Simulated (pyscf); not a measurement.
A first-order saddle from PySCF, ωB97X-D3(BJ)/def2-SVP:

```xyz
7

O     -0.8377    -0.1697     1.2479
Ta    -0.0217    -0.2076    -0.3253
Cl    -2.4175    -1.3989    -0.5115
Cl    -0.8215     1.2668    -1.8781
Cl     0.8477    -2.2338    -0.9278
Cl     1.9328     0.8512     0.1435
H     -1.8637    -0.7908     0.7576
```
Charge 0, spin multiplicity 1.

Surface: singlet, charge 0. Lowest wavenumbers (cm⁻¹): 1107i, 87, 88, 132, 142.

Problem. Which two sides does it connect, and which bonds change?

Solution. HO–Ta(Cl)(Cl)(Cl)–Cl ⇌ O=Ta(Cl)(Cl)–Cl + hydrogen chloride (HCl), an elimination read from left to right: H–O, Cl–Ta broken and Cl–H formed. At ωB97M-D3(BJ)/def2-TZVP it lies +23.0 kcal/mol from the left side and +7.7 kcal/mol from the right (each side as separated species at their lowest minima found). On the product side the descent ends in an adduct with a Cl–Ta contact, 5.2 kcal/mol under the separated species and 8.1 kcal/mol under the saddle at ωB97X-D3(BJ)/def2-TZVP. What is counted as broken (Cl–Ta) persists as a longer contact in the product adduct; parting that adduct is a step of its own. One saddle was located; it need not be the lowest between these sides. Elements past Kr carry the def2 core potentials, without spin-orbit coupling.
